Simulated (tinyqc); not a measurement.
Worked calculation: Born-Oppenheimer dynamics on the UHF/sto-6g surface (energies and gradients from PySCF), for H2O+, spin multiplicity 2. Computed by tinyqc, a small Python program that keeps every step (integrals from PySCF). Settings: charge = 1, multiplicity = 2, basis = sto-6g, time step (fs) = 0.5, steps = 16. Command: `OMP_NUM_THREADS=1 python tinyqc.py 22150 22151 out.jsonl` (the two numbers bound the seeds that draw the settings). One thread of a shared host (Intel(R) Xeon(R) Processor @ 2.60GHz), about 3 s of CPU time with the checks.

positions (bohr), order 1O, 2H, 3H:
$$\begin{pmatrix}
-0.017008 & -0.166296 & 0.007559 \\
-0.001890 & 1.339816 & 1.124387 \\
-0.069920 & -1.358713 & 1.075254
\end{pmatrix}$$

The total energy should stay constant up to terms of order dt^2; the step counts as short enough if it moves by less than 2 % of the largest kinetic energy.

Trajectory:
```
time (fs)  1O-2H (angstrom)  potential (hartree)  kinetic (hartree)  total (hartree)
0.000000           0.992247         -75.32701709         0.00163000     -75.32538709
0.500000           1.001499         -75.33518685         0.00913344     -75.32605341
1.000000           1.014700         -75.35882704         0.03129174     -75.32753530
1.500000           1.030145         -75.37554462         0.04771270     -75.32783192
2.000000           1.046033         -75.37757673         0.05018821     -75.32738852
2.500000           1.060621         -75.36921787         0.04230882     -75.32690906
3.000000           1.072391         -75.35678416         0.03018699     -75.32659717
3.500000           1.080181         -75.34475190         0.01831681     -75.32643509
4.000000           1.083269         -75.33555161         0.00918225     -75.32636936
4.500000           1.081401         -75.33021020         0.00385519     -75.32635501
5.000000           1.074794         -75.32897716         0.00261547     -75.32636168
5.500000           1.064116         -75.33175586         0.00537697     -75.32637889
6.000000           1.050465         -75.33826143         0.01184570     -75.32641572
6.500000           1.035332         -75.34790455         0.02140826     -75.32649628
7.000000           1.020497         -75.35945019         0.03278762     -75.32666257
7.500000           1.007814         -75.37043110         0.04345309     -75.32697801
8.000000           0.998880         -75.37639679         0.04893125     -75.32746554
```

Is the time step short enough?

No. The total energy moves within 2.4e-03 hartree; that is over 2 % of the largest kinetic energy, so the time step is too long.
